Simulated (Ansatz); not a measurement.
Relaxation of C2H4FNO (9 atoms, charge 0, multiplicity 1), to a largest force component of 0.015 eV/Å in at most 40 steps.

Method: Ansatz 0.2.0, RKS PBE0-D4/cc-pVDZ.

```xyz
9
Properties=species:S:1:pos:R:3
N -0.324 0.047 -1.489
C 0.496 -0.201 -0.474
C 0.199 -0.211 0.823
O -0.941 0.112 1.315
F 1.208 -0.536 1.695
H -1.234 0.527 -1.148
H 0.076 0.650 -2.237
H 1.541 -0.422 -0.824
H -0.931 -0.014 2.321
```

**Question.** Where does it end, and by what steps?

**Answer.** The forces met the threshold. After 16 steps the energy has fallen by 0.573 eV; H9 moved furthest, 0.43 Å.

```
step  energy less start (eV)  largest force component (eV/Å)  accepted
   0                  0.0000                           4.607       yes
   1                 -0.4537                           1.635       yes
   2                 -0.5270                           0.363       yes
   3                 -0.5332                           0.230       yes
   4                 -0.5404                           0.067       yes
   5                 -0.5440                           0.148       yes
   6                 -0.5442                           0.275       yes
   7                 -0.5442                           0.350       yes
   8                 -0.5322                           1.300        no
   9                 -0.5549                           0.225       yes
  10                 -0.5657                           0.248       yes
  11                 -0.5534                           0.402        no
  12                 -0.5695                           0.223       yes
  13                 -0.5719                           0.121       yes
  14                 -0.5717                           0.098        no
  15                 -0.5727                           0.037       yes
  16                 -0.5728                           0.011       yes
```

```xyz
9
Properties=species:S:1:pos:R:3
N -0.401 0.045 -1.470
C 0.566 -0.200 -0.480
C 0.335 -0.113 0.830
O -0.794 0.381 1.378
F 1.243 -0.510 1.740
H -1.233 0.461 -1.055
H -0.052 0.689 -2.177
H 1.547 -0.541 -0.812
H -1.122 -0.257 2.029
```

Run time: 2.1 min on 1 thread of Arm Neoverse N1 (shared host), peak memory 0.18 GiB.
